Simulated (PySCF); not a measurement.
Compound: C5H11Cl.
SMILES with atom numbers: `[CH3:1][CH2:2][CH2:3][CH2:4][CH2:5][Cl:6]` (hydrogens: H7, H8, H9 on C1; H10, H11 on C2; H12, H13 on C3; H14, H15 on C4; H16, H17 on C5)

Structure used (PBE0-D3(BJ)/def2-SVP), in Å, numbered top down from 1:
```xyz
17
C5H11Cl angstrom
C      2.1550    0.3516   -0.1283
C      0.8817   -0.1049    0.5656
C     -0.3856    0.3321   -0.1557
C     -1.6618   -0.1356    0.5269
C     -2.9373    0.3354   -0.1381
Cl    -3.1195    2.1193   -0.0675
H      2.2257   -0.0624   -1.1471
H      3.0539    0.0353    0.4220
H      2.1876    1.4492   -0.2180
H      0.8611    0.2867    1.5980
H      0.8863   -1.2051    0.6648
H     -0.4067    1.4323   -0.2344
H     -0.3677   -0.0457   -1.1945
H     -1.6929   -1.2403    0.5471
H     -1.6674    0.1917    1.5805
H     -3.8259   -0.0856    0.3509
H     -2.9636    0.0617   -1.2028
```

Method: core-valence-separated Tamm–Dancoff BHandHLYP/aug-pcX-1 (pcseg-1 on H, def2-SVPD on Cl) in PySCF, non-relativistic, gas phase, PBE0-D3(BJ)/def2-SVP geometry.

Computed carbon K-edge spectrum, Gaussian lines of 0.5 eV full width, highest printed point 100; it ends one width below the last computed root. No empirical shift is added; at this level the pattern usually sits a few eV under experiment.

```tsv
photon energy (eV)	absorption
284.3	0
284.4	2
284.5	6
284.6	14
284.7	28
284.8	45
284.9	59
285.0	62
285.1	55
285.2	44
285.3	37
285.4	38
285.5	47
285.6	59
285.7	71
285.8	82
285.9	93
286.0	100
286.1	99
286.2	90
286.3	74
286.4	57
286.5	43
286.6	33
286.7	27
```

Problem. Where are the maxima, and which lines make them up?

Solution. 2 maxima:
- 285.0 eV: C5 (sp3 C–Cl carbon), 284.96 eV, f = 0.069, 95 % of the height at the exact maximum
- 286.0 eV: C1 + C2 (methyl carbon and chain CH2 carbon), 286.04 eV, f = 0.052, sum of 2, 45 % of the height at the exact maximum; C1 (methyl carbon), 285.97 eV, f = 0.026, 21 % of the height at the exact maximum; C4 (chain CH2 carbon), 286.28 eV, f = 0.029, 14 % of the height at the exact maximum

Further lines of some strength in the range: C1, 285.29 eV, f = 0.009; C2, 285.56 eV, f = 0.016; C3, 285.68 eV, f = 0.020; C4, 285.71 eV, f = 0.019; C3, 286.21 eV, f = 0.016.

Roots within 0.03 eV on the same or equivalent atoms count as one line; shares under 12 % aren't listed.

Vibrational structure and lifetime widths aren't in the curve. The ionisation threshold wasn't computed; near and above it a finite basis only mimics Rydberg series and continuum.

One conformer stands for the species.
